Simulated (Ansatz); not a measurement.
Two shapes of doublet CH3.

Shape 1:

```xyz
4

C    -0.0331   -0.0197    0.0319
H     1.0791    0.0023   -0.0487
H    -0.5446    0.9942    0.0021
H    -0.5378   -0.9206    0.0434
```

Shape 2:

```xyz
4

C    -0.0002    0.0001    0.0043
H     1.0924   -0.0009   -0.0014
H    -0.5468    0.9453   -0.0014
H    -0.5454   -0.9445   -0.0014
```

Basis set: cc-pVDZ (spherical functions). Correlated methods keep 1 orbital frozen. Charge 0, multiplicity 2.

Computed with Ansatz (development build ahead of 0.2.0); each method stands on the lowest determinant of its kind that the runs found.

Question: Which shape is lower in energy, and by how much in each method?

Answer:

| method | E(2) − E(1) (eV) |
| --- | --- |
| UHF | -0.129 |
| UHF-MP2 | -0.128 |

Shape 2 is lower.
